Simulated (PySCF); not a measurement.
Gas-phase reaction: 3 H3SiNH2 → trisilylamine + 2 N + 3 H2

Method: PySCF energies plus ideal-gas RRHO corrections (1 bar). † marks an energy on the PBE0/def2-TZVP geometry and frequencies. Open shells (unrestricted): N (multiplicity 4); the rest are closed-shell singlets. H3SiNH2: computed as isolated molecules; such fragments, hydroxides, amides, oligomers or adducts are transient or little studied in the gas.

LDA/def2-TZVP† gives ΔH°(298 K) = 1279 kJ.

Q: What do PBE/def2-TZVP†, ωB97X-V/def2-TZVP†, HF/def2-TZVP† give?

A: PBE/def2-TZVP†: 1094 kJ; ωB97X-V/def2-TZVP†: 1025 kJ; HF/def2-TZVP†: 522 kJ. For scale, ΔH°(298 K) is 1279 kJ at this level, 1020 kJ at ωB97M-V/def2-TZVP†, and runs from 466 to 1279 kJ over the 17 levels computed.
